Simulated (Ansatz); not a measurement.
# Palladium, fcc under RPBE: structure, energy and stiffness

What does RPBE give for palladium in the fcc structure? We relax it, solve it on a dense k-mesh, switch on spin-orbit coupling, then scale the cell to 7 volumes from 88 to 112 % of the relaxed one and try a fit of the equation of state. The start is ferromagnetic. The k-meshes are 14×14×14 for the relaxation; 22×22×22 for the dense run; 14×14×14 for spin-orbit coupling; 22×22×22 for the volumes. The starting cell is the deposited one, from the Crystallography Open Database.

Method: DFT RPBE, plane waves (420 eV) with PAW, scalar-relativistic; the PAW data stem from PBE, with regenerated cores, in Ansatz 0.2.0.

## Step 1: The structure to begin with

The structure is cubic, space group Fm-3m (No. 225). Conventional cell: a = 3.890 Å, b = 3.890 Å, c = 3.890 Å, α = 90.00°, β = 90.00°, γ = 90.00°. Around Pd (site symmetry m-3m) lie 12 Pd at 2.75 Å.

Structure file:

```
Pd
1.0
     0.00000    1.94490    1.94490
     1.94490    0.00000    1.94490
     1.94490    1.94490    0.00000
Pd
1
Direct
  0.00000 0.00000 0.00000
```

Starting moments (μB): +0.5.

## Step 2: Relaxation of the cell

The input, input.yaml:

```yaml
crystal:
  lattice:
    - [0.0, 1.9449, 1.9449]
    - [1.9449, 0.0, 1.9449]
    - [1.9449, 1.9449, 0.0]
  atoms:
    - { symbol: Pd, position: [0.0, 0.0, 0.0], spin: 0.5 }
hamiltonian:
  xc: rpbe
  pseudopotentials:
    kind: paw
    azcp:
      Pd: "pseudopotentials/Pd.paw.azcp"
basis:
  ecutwfc: 420
  fft_grid_basis: typed
kpoints:
  mp_grid: { grid: [14, 14, 14], shift: [0, 0, 0] }
magnetization:
  spin_polarized: true
scf:
  occupations: { method: fermi_dirac, width: 0.05 }
relax:
  max_steps: 60
  f_tol: 0.01
  cell: {}
```

The runs that follow: Dense single point; Spin-orbit coupling switched on; At 88 % of the relaxed volume; At 92 % of the relaxed volume; At 96 % of the relaxed volume; At 100 % of the relaxed volume; At 104 % of the relaxed volume; At 108 % of the relaxed volume; At 112 % of the relaxed volume.

Before running it: what results should come out? Wanted: space group; conventional cell; volume; shortest distance; gap on the mesh; magnetic state; relative to fcc; magnetic state with spin-orbit coupling.

**Answer**, as computed:

```
                               quantity                                  value
         space group (spins left aside)                        Fm-3m (No. 225)
                      conventional cell                            a = 3.986 Å
                                 volume                         15.830 Å³/atom
                      shortest distance                                2.818 Å
            against the measured volume                +7.6 % (14.714 Å³/atom)
                        gap on the mesh           none (levels filled in part)
                         magnetic state  ferromagnetic, up to 0.36 μB per atom
                        relative to fcc                            +1 meV/atom
magnetic state with spin-orbit coupling  ferromagnetic, up to 0.34 μB per atom
```

The relaxed volume lies 7.6 % above the deposited cell. Cells that are too large are usual for this functional. The same structure in its non-magnetic state, relaxed in a run of its own, lies 1 meV/atom lower. It ends ferromagnetic, with up to 0.36 μB per atom. No gap shows: it is a metal or semimetal at this level. The spin-orbit run (on a coarser mesh) has the same spin moments. Totals with and without spin-orbit coupling (-2.1 eV/atom apart) can't be read as binding, since the two-component data shift the zero of energy. Real palladium is paramagnetic; it lies so near a magnetic instability that a moment here depends on functional, volume, mesh and start.
